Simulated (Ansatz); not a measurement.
A calculation on rock-salt HfN returned lattice constant a 4.513 Å, bulk modulus 296 GPa.

For reference: lattice constant a 4.524 Å (measured, room temperature, no zero-point or thermal correction; as tabulated in Seo, Lee, Wen, Petrov, Greene, Gall, J. Appl. Phys. 96, 878 (2004)); bulk modulus 260 GPa (measured, room temperature, no zero-point or thermal correction, our sources range from 260 to 306; as tabulated in Synthesis of Binary Transition Metal Nitrides, Carbides and Borides from the …).

Task: Which level of theory produced these numbers?
A) r²SCAN0 (Ansatz (a first-principles code))
B) PBEsol-D3(BJ) (Ansatz)
C) HSE06-D3(BJ) (Ansatz)
D) PBE (Ansatz)

Result: A, r²SCAN0 (Ansatz)

The others give: HSE06-D3(BJ) 4.481 Å, 303 GPa; PBEsol-D3(BJ) 4.472 Å, 297 GPa; PBE 4.547 Å, 263 GPa.

Unless a cell is named, each level is at its own relaxed cell (HSE06-D3(BJ) 11.24, PBE 11.76, PBEsol-D3(BJ) 11.18, r²SCAN0 11.49 Å³/atom).

Ansatz's density-functional and Hartree–Fock values are scalar-relativistic unless marked +SOC, with PAW data made under PBE.
